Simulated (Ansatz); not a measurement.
We consider hcp Hf, described by LDA in Ansatz (plane waves, PAW).

Run with plane-wave cutoff 520 eV, 18×18×12 k mesh (along the axes of the cell as run), Fermi–Dirac smearing 0.05 eV, scalar-relativistic PAW data made under PBE.

Cell (relaxed at this level):

```
Hf
1.0
    1.55931    -2.70080     0.00000
    1.55931     2.70080     0.00000
    0.00000     0.00000     4.94518
Hf
2
Direct
  0.33333   0.66667   0.25000
  0.66667   0.33333   0.75000
```

Question: Predict the bulk modulus B0 and pressure derivative B′ of the bulk modulus.

Answer: 
- bulk modulus B0 = 120 GPa
- pressure derivative B′ of the bulk modulus = 3.4

The run finds no gap.

Measured, for comparison: bulk modulus 110 GPa (zero-point energy and finite temperature contributions removed; as tabulated in doi:10.1021/acs.jctc.3c00612). Computed (rounded) less measured: bulk modulus +9 %.

Note: the bulk modulus comes from volumes at which shape and atoms were relaxed.

Spin–orbit coupling is not included.

Static lattice: no zero-point or thermal effects.

Cost on a shared machine: very roughly 7 core-minutes.

Ansatz is an electronic-structure program.
